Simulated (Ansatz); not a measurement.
## What a trial cell of Sr₃Hf relaxes into

Computed with DFT PBE, scalar-relativistic, plane waves, PAW in Ansatz.

Sr₃Hf was placed on the Ni3Sn (D0_19) structure type (P6_3/mmc, No. 194), with Hf in place of Sn, Sr in place of Ni, at a guessed volume.

The final relaxation ran on this input, with the default PAW datasets:

```yaml
crystal:
  lattice:
    - [7.7822789833, 0.0, 0.0]
    - [-3.8911394917, 6.7396512989, 0.0]
    - [0.0, 0.0, 6.1669039653]
  atoms:
    - { symbol: Sr, position: [0.8248298167, 0.6496596335, 0.25] }
    - { symbol: Sr, position: [0.1751701833, 0.8248298167, 0.75] }
    - { symbol: Sr, position: [0.3503403665, 0.1751701833, 0.25] }
    - { symbol: Sr, position: [0.1751701833, 0.3503403665, 0.75] }
    - { symbol: Sr, position: [0.8248298167, 0.1751701833, 0.25] }
    - { symbol: Sr, position: [0.6496596335, 0.8248298167, 0.75] }
    - { symbol: Hf, position: [0.3333333333, 0.6666666667, 0.25] }
    - { symbol: Hf, position: [0.6666666667, 0.3333333333, 0.75] }
basis:
  ecutwfc: 420
kpoints:
  mp_grid: { grid: [6, 6, 6] }
hamiltonian:
  xc: pbe
scf:
  occupations: { method: gaussian, width: 0.1 }
output:
  forces: true
  stress: true
  eigenvalues: true
relax:
  adjacent_minimum: "off"
  f_tol: 0.01
  max_steps: 80
  cell: { stress_tol: 0.05 }
```

Launched as:

```bash
ansatz run input.yaml --threads 1 --pin off --max-ram 2560MiB --backend cpu --events-out ev --progress --plain --runs-dir out
```

The run took 75 s on 1 thread of Intel(R) Xeon(R) 6975P-C (Granite Rapids), on a shared host, peak memory 0.83 GiB.

The program printed at the end:

```
SCF converged after 6 iterations
Free energy (F): -52703.215810 eV
Harris-Foulkes:  -52703.215810 eV  (|F-HF|=1.46e-11)
Internal energy: -52703.110739 eV  (E = F + TS)
E sigma→0 (E₀):  -52703.163275 eV
Entropy (-TS):   -0.105071 eV (-13.134 meV/atom)
Fermi energy:    7.813255 eV
--- Per-component energies (eV) ---
  E_band       = -1215.003168
  E_kinetic    = 2300.282024
  E_local      = -19851.045071  (includes V_loc(G=0)·N_el)
  E_nonlocal   = -1274.520734
  E_hartree    = 8245.611918
  E_xc         = -1627.116878
  E_vxc        = -1487.266734  (∫ρ·V_xc dr)
  E_paw        = -30020.715297  (= ΣΔE_a)
  E_vpaw       = 2606.324013  (= ΣTr[D̂ρ^β])
  E_aug_tail   = -0.000010  (compensation charges beyond the density's cutoff)
  E_ewald      = -10475.606692
  E_smearing   = -0.105071  (= −TS)
  E_closure    = 0.000000  (closes the sum)
  Σ components = -52703.215810   (vs F -52703.215810, Δ=0.00e0)
--- Forces (eV/Å), atoms counted from 1 ---
  atom   1  Sr     0.00000000    -0.00818285     0.00000000
  atom   2  Sr     0.00708656    -0.00409143     0.00000000
  atom   3  Sr     0.00708656     0.00409143     0.00000000
  atom   4  Sr     0.00000000     0.00818285     0.00000000
  atom   5  Sr    -0.00708656     0.00409143     0.00000000
  atom   6  Sr    -0.00708656    -0.00409143     0.00000000
  atom   7  Hf     0.00000000     0.00000000     0.00000000
  atom   8  Hf     0.00000000     0.00000000     0.00000000
  max |Σ_I F_I| component: 7.81e-18 eV/Å
--- Stress (GPa, compression-positive) ---
        0.007438       0.000000       0.000000
        0.000000       0.007438       0.000000
        0.000000       0.000000      -0.042447
  P = ⅓ Tr σ = -0.0092 GPa (-0.092 kbar)
--- Relaxed structure (3 steps of the walk, 3 accepted, 1 SCFs on fresh bases) ---
  F+E_penalty+E_count = -52703.21581025 eV   max|allowed force component| = 8.183e-3 eV/Å   (the final SCF, on the basis selected at the relaxed cell)
  cell:  # Å, volume = 327.6978 Å³
    - [7.857440, 0.000000, 0.000000]
    - [-3.928720, 6.804743, 0.000000]
    - [0.000000, 0.000000, 6.128875]
  atoms:
    - { symbol: Sr, position: [0.824721, 0.649442, 0.25] }
    - { symbol: Sr, position: [0.175279, 0.824721, 0.75] }
    - { symbol: Sr, position: [0.350558, 0.175279, 0.25] }
    - { symbol: Sr, position: [0.175279, 0.350558, 0.75] }
    - { symbol: Sr, position: [0.824721, 0.175279, 0.25] }
    - { symbol: Sr, position: [0.649442, 0.824721, 0.75] }
    - { symbol: Hf, position: [0.333333, 0.666667, 0.25] }
    - { symbol: Hf, position: [0.666667, 0.333333, 0.75] }
```

Total energies depend on the potentials used, so only differences within one code and one set of settings carry meaning.

The result has space group P6_3/mmc (No. 194). Around Sr lie 6 Sr at 3.73–3.88 Å, 4 Hf at 3.74–3.93 Å and 2 Sr at 4.13 Å; around Hf lie 12 Sr at 3.74–3.93 Å.

Against the elements it lies at 0.61 eV/atom. The zero of energy is the elements' standard structures at the same level; no fitted shifts are applied.

For metals, differences of a few meV/atom aren't resolved. Spin–orbit coupling is left out.

Symmetry constrained the relaxation, so the result can be a saddle point.